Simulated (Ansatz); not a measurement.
Consider the cleavage of the Si–Al bond: `[AlH2][SiH3]` + `[AlH2][SH]` → `[AlH2][S][SiH3]` + `[AlH3]`.

Gas-phase electronic energies from Ansatz, PBE0-D4/def2-TZVP geometries. CCSD(T)/CBS is the MP2 limit (def2-TZVPP, def2-QZVPP) plus CCSD(T) − MP2 in def2-TZVPP, frozen cores. This one scheme is used for every species. DFT in def2-TZVPP.

CCSD(T)/CBS gives -54.7 kJ/mol.

**Question.** Another level gave -58.7 kJ/mol. Which?
A. RPA@PBE/def2-TZVPP
B. r2SCAN0-D4/def2-TZVPP
C. PBE-D4/def2-TZVPP
D. HF/def2-TZVPP

**Answer.** D. HF/def2-TZVPP -58.7, RPA@PBE/def2-TZVPP -49.2, PBE-D4 -41.3, r2SCAN0-D4 -53.2 kJ/mol.

Largest T1 diagnostic among the species: 0.012.

At CCSD(T), def2-SVP lies +9.2 kJ/mol from the extrapolated value and def2-TZVPP +4.0 kJ/mol. From PBE to PBE0 (25 % exact exchange), in def2-TZVPP and without D4, ΔE moves by −5.5 kJ/mol. Leaving LDA and LC-ωPBE aside and taking each functional with its dispersion term where it has one, the values, not all of them listed here, spread over 17.7 kJ/mol, from B97M-V to PBE-D4.
